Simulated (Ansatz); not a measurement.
Write a Python script for Ansatz 0.2.0, Python API that makes a rigid scan of one bond angle of CH4S, SMILES CS. Level of theory (for the species named): Hartree-Fock, cc-pVDZ basis, multiplicity 1.

```csv
atom,x (Å),y (Å),z (Å)
C,-0.1476,-0.2922,-0.3836
S,0.5664,0.0454,1.2570
H,-1.1777,0.0508,-0.4129
H,-0.1116,-1.3687,-0.5177
H,0.4464,0.1967,-1.1499
H,0.4241,1.3681,1.2072
```

`bend_ch4s.py`:
```python
"""Energy of CH4S against one bond angle."""

import ansatz as az
from ase import Atoms


def main() -> None:
    atoms = Atoms(["C", "S", "H", "H", "H", "H"], positions=[
        [-0.1476, -0.29224, -0.38364],
        [0.56637, 0.04541, 1.25702],
        [-1.17769, 0.05077, -0.41292],
        [-0.11163, -1.3687, -0.51773],
        [0.4464, 0.19667, -1.14994],
        [0.42414, 1.3681, 1.2072],
    ])

    # start the scan from a relaxed geometry
    first = (
        az.Crystal.molecule_from_ase(atoms).calculation()
        .basis(gaussian="cc-pVDZ")
        .functional("hf")
        .relax(force_tolerance=0.02, max_steps=80)  # relax until the tolerances are met
    )
    atoms.positions = first.run().report["positions_ang"]

    rows = []
    for angle in [90, 100, 110, 120, 135, 150, 165, 179]:
        bent = atoms.copy()
        bent.set_angle(0, 1, 5, angle, indices=[5])
        setup = az.Crystal.molecule_from_ase(bent).calculation().basis(gaussian="cc-pVDZ").functional("hf")
        rows.append((angle, setup.run().report["free_energy_ev"]))
    floor = min(e for _, e in rows)
    for angle, e in rows:
        print(f"angle C0-S1-H5 = {angle:3d} deg   {1000 * (e - floor):9.1f} meV")


if __name__ == "__main__":
    main()
```

Output of `python bend_ch4s.py`:
```text
angle C0-S1-H5 =  90 deg        55.5 meV
angle C0-S1-H5 = 100 deg         0.0 meV
angle C0-S1-H5 = 110 deg       127.4 meV
angle C0-S1-H5 = 120 deg       416.1 meV
angle C0-S1-H5 = 135 deg      1105.2 meV
angle C0-S1-H5 = 150 deg      2014.5 meV
angle C0-S1-H5 = 165 deg      2945.7 meV
angle C0-S1-H5 = 179 deg      3434.3 meV
```

The scan is rigid, and the energies are electronic, in a modest basis. The zero is the lowest point of the grid, which needn't be the minimum. Finished in 4.5 s on 1 thread of Arm Neoverse V2 (shared host), peak memory 0.17 GiB.

(A comment or docstring line of the script was reworded after the run, the code is as it ran.)
